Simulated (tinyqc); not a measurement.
Inside a calculation. Method: Hueckel theory of the pi electrons, for the molecule c1ccsc1 (SMILES; centres numbered as the heavy atoms are written). Computed by tinyqc, a small Python program that keeps every step. Settings: charge = 0. Command: `OMP_NUM_THREADS=1 python tinyqc.py 30834 30835 out.jsonl` (the two numbers bound the seeds that draw the settings). One thread of a shared host (Intel(R) Xeon(R) Processor @ 2.60GHz), about 0.01 s of CPU time with the checks.

## The Hueckel matrix

Centres:
```
centre,"z_r, pi electrons of the neutral centre",h
1C,1,0.000000
2C,1,0.000000
3C,1,0.000000
4S,2,1.000000
5C,1,0.000000
```

Bonds:
```
i,j,k
1,2,1
2,3,1
3,4,0.650000
4,5,0.650000
5,1,1
```

H_rr = alpha + h_r beta, H_rs = k_rs beta for bonded centres.

Hueckel matrix in units of beta (H = alpha + beta A), lower triangle:
```
,1C,2C,3C,4S,5C
1C,0.000000
2C,1.000000,0.000000
3C,0.000000,1.000000,0.000000
4S,0.000000,0.000000,0.650000,1.000000
5C,1.000000,0.000000,0.000000,0.650000,0.000000
```

## Orbitals

pi electrons, sum of z_r less the charge = 6

Diagonalise; E = alpha + x beta with beta < 0, so the largest x are filled first; degenerate levels share their electrons. P = sum n_i c_ri c_si; each orbital has its largest coefficient positive (the first on a tie).

x values: 1.947411  1.000000  0.618034  -0.947411  -1.618034

occupations: 2.000000  2.000000  2.000000  0.000000  0.000000

coefficients:
```
,MO1,MO2,MO3,MO4,MO5
1C,0.426977,-0.478537,-0.371748,-0.297814,0.601501
2C,0.426977,-0.478537,0.371748,-0.297814,-0.601501
3C,0.404523,0.000000,0.601501,0.579966,0.371748
4S,0.555070,0.736210,0.000000,-0.387158,0.000000
5C,0.404523,0.000000,-0.601501,0.579966,-0.371748
```

charge and bond-order matrix P, lower triangle:
```
,1C,2C,3C,4S,5C
1C,1.099007
2C,0.546220,1.099007
3C,-0.101769,0.792658,1.050885
4S,-0.230602,-0.230602,0.449078,1.700217
5C,0.792658,-0.101769,-0.396329,0.449078,1.050885
```

## Energy, charges, bond orders

E = sum n x; q_r = z_r - P_rr; bond order p = P_rs; free valence = sqrt(3) - sum of p over the bonds of the atom.

pi energy = 6 alpha + this times beta = 7.130891

pi charges: 1C -0.099007, 2C -0.099007, 3C -0.050885, 4S 0.299783, 5C -0.050885

Bond orders and lengths from R = 1.517 - 0.180 p (angstrom, C-C alone):
```
bond,p,R
1-2,0.546220,1.418680
2-3,0.792658,1.374322
3-4,0.449078,-
4-5,0.449078,-
5-1,0.792658,1.374322
```

free valence of the carbons: 1C 0.393173, 2C 0.393173, 3C 0.490315, 5C 0.490315

gap between the highest filled and the next level = 1.565445 |beta|
